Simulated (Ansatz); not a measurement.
1T (CdI2-type) CdI2 was calculated with PBE (plane waves, PAW; Ansatz, a quantum-chemistry and plane-wave program).

Run with plane-wave cutoff 500 eV, 12×12×6 k mesh (along the axes of the cell as run), gaussian smearing 0.02 eV, scalar-relativistic PAW data made under PBE.

Computed at the level's own relaxed cell.

**Question.** What does this level give for the volume per atom, equilibrium lattice constant a, c axis length and band gap?

**Answer.** 
- volume per atom: 41.86 Å³/atom
- equilibrium lattice constant a: 4.329 Å
- c axis length: 7.737 Å
- band gap: 2.43 eV (on the SCF k mesh)

Measured, for comparison: lattice constant a 4.244 Å, lattice parameter c 6.859 Å (temperature not stated, not corrected to a static lattice; as tabulated in de Haan, NBS Special Publication (1969), 233, by the Crystallography Open …). Computed (rounded) less measured: lattice constant a +2.0 %, lattice parameter c +12.8 %.

Note: the cell comes from a level without a dispersion term, which matters for the spacing of layers, chains or molecules; the cell has widely spaced layers and the level no dispersion term, so their spacing and the moduli can rest on weak binding.

Spin–orbit coupling is not included; with these elements it can move the gap by several tenths of an eV or more.

Static lattice: no zero-point or thermal effects.

It cost roughly 4 core-minutes of CPU time.
